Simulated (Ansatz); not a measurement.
2H WS2, treated with PBE0-D4 in Ansatz (plane waves, PAW).

Run with plane-wave cutoff 520 eV, 12×12×2 k mesh (along the axes of the cell as run), Fermi–Dirac smearing 0.01 eV, no spin polarisation, scalar-relativistic PAW data made under PBE.

Starting structure:

```yaml
crystal:
  lattice:
    - [3.15000, 0.00000, 0.00000]
    - [-1.57500, 2.72798, 0.00000]
    - [0.00000, 0.00000, 12.32000]
  atoms:
    - { symbol: W, position: [0.66667, 0.33333, 0.75000] }
    - { symbol: W, position: [0.33333, 0.66667, 0.25000] }
    - { symbol: S, position: [0.66667, 0.33333, 0.37800] }
    - { symbol: S, position: [0.33333, 0.66667, 0.87800] }
    - { symbol: S, position: [0.33333, 0.66667, 0.62200] }
    - { symbol: S, position: [0.66667, 0.33333, 0.12200] }
```

**Question.** Into what structure does the relaxation of cell and atoms lead at this level, with the symmetry of the start kept?

**Answer.** The volume falls by 2.6 %; final space group P6_3/mmc.
```yaml
crystal:
  lattice:
    - [3.12930, 0.00000, 0.00000]
    - [-1.56465, 2.71005, 0.00000]
    - [0.00000, 0.00000, 12.15489]
  atoms:
    - { symbol: W, position: [0.66667, 0.33333, 0.75000] }
    - { symbol: W, position: [0.33333, 0.66667, 0.25000] }
    - { symbol: S, position: [0.66667, 0.33333, 0.37846] }
    - { symbol: S, position: [0.33333, 0.66667, 0.87846] }
    - { symbol: S, position: [0.33333, 0.66667, 0.62154] }
    - { symbol: S, position: [0.66667, 0.33333, 0.12154] }
```

Ansatz is a program for electronic structure.
